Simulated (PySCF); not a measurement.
Isomers of C3H7NS, one GFN2-xTB conformer each. Single-point energies are computed at PBE0/def2-SVPD (PySCF, gas phase, no added dispersion term), electronic only.

```tsv
SMILES	GFN2-xTB relative energy (kcal/mol)
CN(C)C=S	0.0
NCCC=S	26.9
```

Conformers: `[CH3:1][N:2]([CH3:3])[CH:4]=[S:5]` with C1–N2–C4–S5 180°; `[NH2:1][CH2:2][CH2:3][CH:4]=[S:5]` with H–N1–C2–C3 56° and -66°, N1–C2–C3–C4 68°, C2–C3–C4–S5 99°.

What does PBE0/def2-SVPD give for the same structures?

| SMILES | PBE0/def2-SVPD E (Eh) | PBE0/def2-SVPD (kcal/mol) | GFN2-xTB (kcal/mol) | point group |
| --- | --- | --- | --- | --- |
| CN(C)C=S | -570.88638 | 0.0 | 0.0 | Cs |
| NCCC=S | -570.86371 | 14.2 | 26.9 | C1 |

Both levels put the same isomer lowest. As drawn, the higher has an N–H bond, which the lower lacks.

Which frontier levels, dipoles and rotational constants go with these structures?

```
  SMILES  HOMO (eV, PBE0/def2-SVPD)  LUMO (eV)  dipole (D)      A, B, C (MHz)
CN(C)C=S                      -6.05      -0.82        5.06   9204, 2472, 1997
  NCCC=S                      -6.50      -2.34        2.50  10802, 1796, 1730
```
